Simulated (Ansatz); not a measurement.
Basis-set extrapolation for CHS (`[CH]=S`) radical (PBE0-D4/def2-TZVP geometry, frozen core, Ansatz 0.2.0). Multiplicity 2, UHF reference.

```
                     cc-pV(T+d)Z  cc-pV(Q+d)Z
                 HF  -435.935666  -435.941927
    MP2 correlation    -0.290833    -0.313318
CCSD(T) correlation    -0.344953    -0.366174
```

Energies in hartree. Use E(X) = E(∞) + A·exp(−5.46·√X) for Hartree–Fock and E(X) = E(∞) + B·X^(−3.05) for correlation, with X = 3 and 4.

Question: What is the CCSD(T) energy at the basis-set limit?

Answer: HF limit: -435.941927 + (-0.006261) × 0.30130 = -435.94381. Correlation limit: -0.366174 + (-0.021221) × 0.71189 = -0.38128. Total: -436.32509 hartree, 1.21 eV below CCSD(T)/cc-pV(T+d)Z.

The UHF reference is spin-contaminated (⟨S²⟩ = 0.99, T1 = 0.058).
